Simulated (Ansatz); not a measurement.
Cartesian coordinates in Å:
```
C -0.018 0.424 0.788
C 0.735 -0.117 -0.498
Al -1.134 -0.487 -0.459
H -0.027 1.509 0.888
H 0.295 -0.033 1.725
H 1.481 -0.884 -0.299
H 1.158 0.657 -1.137
H -2.489 -1.069 -1.008
```

The species carries charge 0 and has multiplicity 1.

Q: List the PBE/def2-TZVPP orbital energies in eV (Ansatz 0.2.0). (Estimate.)

A: Computed: Occupied: -1506.41, -268.32, -268.32, -106.74, -68.88, -68.61, -68.58, -18.02, -14.02, -10.53, -10.47, -8.95, -8.23, -6.59, -4.75. Lowest empty: -2.03, -0.91, -0.26, 1.36, 1.52, 2.11, 2.36, 3.72.
